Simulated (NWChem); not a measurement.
System: CH₂ cation, doublet

```xyz
3

C     -0.0882    -0.0288     0.0000
H      0.2631     0.0860    -1.0466
H      0.2631     0.0860     1.0466
```
Atoms are numbered in this order, from 1.

Program: NWChem. Spin-unrestricted. Geometry: optimised at PBE0/def2-SVP, spin-unrestricted. No stability test was run on the SCF state. Solvent water, SMD (1 M gas to 1 M solution), gas-phase geometry. Reactions with the solvent are ignored.

Problem. Estimate the computed values for B3LYP/3-21G. Quantities: solvation free energy (kcal/mol); cavity-dispersion-structure term (kcal/mol).

Solution. 
```yaml
solvation free energy (kcal/mol): -82.7
cavity-dispersion-structure term (kcal/mol): 5.0
```
